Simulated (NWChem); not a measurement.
System: CHO, doublet; SMILES [CH]=O

All runs: NWChem. Spin-unrestricted. In the optimisation the excess spin sits in a' (Cs, its own frame). Coordinates come from a PBE-D3(BJ)/def2-SVP, spin-unrestricted optimisation. No stability test was run on the SCF state. Total energies compare along this basis series because the functional is fixed.

| level | basis functions | energy (Ha) | highest occupied level (eV) | lowest empty minus highest occupied level, either spin (eV) | dipole (D) | <S²> |
|---|---|---|---|---|---|---|
| PBE/def2-SVP | 33 | -113.6406 | -4.71 | 1.70 | 1.37 | 0.752 |
| PBE/def2-SVPD | 51 | -113.6503 | -5.02 | 1.69 | 1.53 | 0.752 |
| PBE/def2-TZVP | 68 | -113.7753 | -4.97 | 1.70 | 1.47 | 0.752 |
| PBE/def2-TZVPP | 76 | -113.7757 | -4.97 | 1.70 | 1.47 | 0.752 |
| PBE/def2-QZVP | 144 | -113.7828 | -5.01 | 1.70 | 1.50 | 0.752 |
